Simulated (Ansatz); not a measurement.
Species: CH5Si, charge 0, doublet. CH5Si (SMILES C[SiH2], doublet).
B3LYP-D3(BJ)/def2-TZVP minimum from Ansatz (a quantum-chemistry and plane-wave program):
```xyz
7

C     -0.0008     0.0642    -1.2011
Si     0.0002     0.0478     0.6809
H      0.0023    -0.9574    -1.5919
H     -0.8865     0.5712    -1.5864
H      0.8811     0.5770    -1.5873
H     -1.2107    -0.6263     1.2208
H      1.2161    -0.6184     1.2195
```
Charge 0, spin multiplicity 2.

Total energies in cc-pV(D+d)Z, 13 correlated electrons, 6 frozen orbitals. Radicals and triplets start from unrestricted determinants; spin-orbit coupling is neglected. Cores are frozen in correlated methods. No relativity.

| method | program | energy (Eh) | minus CCSDT(Q) (mEh) |
|---|---|---|---|
| HF | Ansatz | -329.67780 | 283.75 |
| MP2 | Ansatz | -329.91468 | 46.87 |
| CCSD | Ansatz | -329.95348 | 8.08 |
| CCSD(T) | Ansatz | -329.96032 | 1.23 |
| CCSDT(Q) | Ansatz | -329.96156 | 0.00 |

Rough core times of Ansatz's runs on a shared machine: CCSD(T) under 20 s, CCSDT(Q) 3 min.
